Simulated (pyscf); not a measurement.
Optimised with ωB97X-D3(BJ)/def2-SVP in PySCF.

Problem. PBE/def2-TZVP puts the barrier of H₂S + SiH₂ [singlet] → :HSi–SH [singlet] + H₂ (four-centre exchange; singlet surface; H–S, H–Si broken, S–Si, H–H formed) at -58.4 kJ/mol and the reaction energy at -123.6 kJ/mol, from the separated reactants. What do B3LYP-D3(BJ)/def2-TZVP, M06-2X/def2-TZVP, ωB97M-D3(BJ)/def2-TZVP give on the same structures?

Solution. B3LYP-D3(BJ): ΔE‡ = -24.6 kJ/mol, ΔE = -114.6 kJ/mol; M06-2X: ΔE‡ = -22.1 kJ/mol, ΔE = -118.4 kJ/mol; ωB97M-D3(BJ): ΔE‡ = -16.4 kJ/mol, ΔE = -107.9 kJ/mol. PBE's barrier lies under all of them, by 33.9 to 42.0 kJ/mol. Its reaction energy lies under all of them, by 5.1 to 15.6 kJ/mol. Low barriers are usual for a GGA, whose delocalisation error favours stretched bonds. On the reactant side the descent ends in an adduct with a S–Si contact, 91.7 kJ/mol under the separated species and 63.4 kJ/mol under the saddle at ωB97X-D3(BJ)/def2-TZVP. At PBE, B3LYP-D3(BJ), M06-2X, ωB97M-D3(BJ) the saddle lies under the separated reactants, which points to a path from their complex (located at ωB97X-D3(BJ) alone). What is counted as formed (S–Si) is already present as a longer contact in the reactant adduct; forming that adduct is a step of its own. At ωB97X-D3(BJ)/def2-TZVP the barrier from the zero used here is -28.3 kJ/mol. :HSi–SH [singlet] lies 38.7 kJ/mol over its isomer H₂Si=S (electronic energy, ωB97M-D3(BJ)/def2-TZVP). This is the saddle that the search found; another between the same sides may lie lower.
